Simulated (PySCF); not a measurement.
This PySCF input (M06-2X/6-311+G**) gives -109.71167 Eh with 50 basis functions.

```python
import numpy as np, basis_set_exchange as bse
from pyscf import gto, scf, dft, df

basis = {'H': gto.basis.parse(bse.get_basis('6-311+G**', elements=['H'], fmt='nwchem')), 'N': gto.basis.parse(bse.get_basis('6-311+G**', elements=['N'], fmt='nwchem'))}
mol = gto.M(
    atom='''
    N    -0.00000000   -0.00000000   -0.43758825
    N     0.00000000    0.00000000    0.64838676
    H    -0.00000000   -0.00000000   -1.47558960
    ''',
    basis=basis,
    charge=1,
    verbose=4,
    max_memory=2160,
)
mf = dft.RKS(mol, xc='m062x')
mf.grids.level = 4
mf = mf.density_fit(auxbasis=df.autoaux(mol))
mf.conv_tol = 1e-9
mf.max_cycle = 100
print('smallest overlap eigenvalue', np.linalg.eigvalsh(mol.intor('int1e_ovlp'))[0])
mf.kernel()
dip = mf.dip_moment()
```

Change:
```diff
- basis = {'H': gto.basis.parse(bse.get_basis('6-311+G**', elements=['H'], fmt='nwchem')), 'N': gto.basis.parse(bse.get_basis('6-311+G**', elements=['N'], fmt='nwchem'))}
+ basis = {'H': gto.basis.parse(bse.get_basis('aug-cc-pVQZ', elements=['H'], fmt='nwchem')), 'N': gto.basis.parse(bse.get_basis('aug-cc-pVQZ', elements=['N'], fmt='nwchem'))}
```

Question: What does the run give now?

Answer: -109.73208 Eh (M06-2X/aug-cc-pVQZ, 206 functions), a change of -20.41 mEh.
